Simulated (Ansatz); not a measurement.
**Which method gave which barrier?**

Saddle point of BNH5Cl, closed shell (BH₂Cl ([BH2][Cl]) + NH₃ → BNH₄ ([BH2][NH2]) + HCl; bonds formed: Cl2–H5; dative contacts that become bonds: B1–N6; bonds broken: B1–Cl2, H5–N6), PBE0-D4/def2-TZVP structure:

| atom | x (Å) | y (Å) | z (Å) |
| --- | --- | --- | --- |
| B1 | -0.5518 | -0.6107 | 0.0112 |
| Cl2 | 0.2433 | 0.4449 | -2.0802 |
| H3 | -1.6998 | -0.3102 | -0.0522 |
| H4 | -0.1495 | -1.7141 | -0.1711 |
| H5 | 0.5813 | 0.6965 | -0.6270 |
| N6 | 0.3740 | 0.3575 | 0.6586 |
| H7 | 1.2213 | 0.0074 | 1.0821 |
| H8 | -0.0188 | 1.1287 | 1.1787 |

Ansatz 0.2.0; basis: def2-TZVPP, with def2-QZVPP for the basis limit; cores frozen in the correlated methods. Extrapolation: Hartree–Fock as exp(−7.88 √X), correlation as X^−2.97. Four methods, as single points on the PBE0-D4 structures, gave these electronic barriers from the start structure: 27.51, 30.74, 32.89, 35.92 kcal/mol.

The methods were, in alphabetical order, CCSD(T), HF, PBE-D4, PBE0-D4. Which gave which? (Judge from chemistry; the calculation decides.)

The calculation gives: PBE-D4 27.51; PBE0-D4 30.74; CCSD(T) 32.89; HF 35.92 kcal/mol. For comparison, CCSD(T) at an estimated basis limit (MP2 extrapolated from triple and quadruple zeta, plus CCSD(T) − MP2 in triple zeta) gives 32.52 kcal/mol.

The T1 diagnostic stays at or below 0.012.

The step is the kind of exchange with an N–H group that builds nitride films in atomic layer and chemical vapour deposition.

Labels in which every atom is bracketed show which atoms are joined, not bond orders.

For scale, one of the runs: CCSD(T)/def2-TZVPP, 174 basis functions, launched by `ansatz run in.yaml --threads 2 --pin off --events-out ev --progress --plain --max-ram 4352MiB`. Hardware: 2 CPU threads of an Intel Xeon 6975P-C, shared host. Wall time 12 s; peak host memory 1.7 GiB.
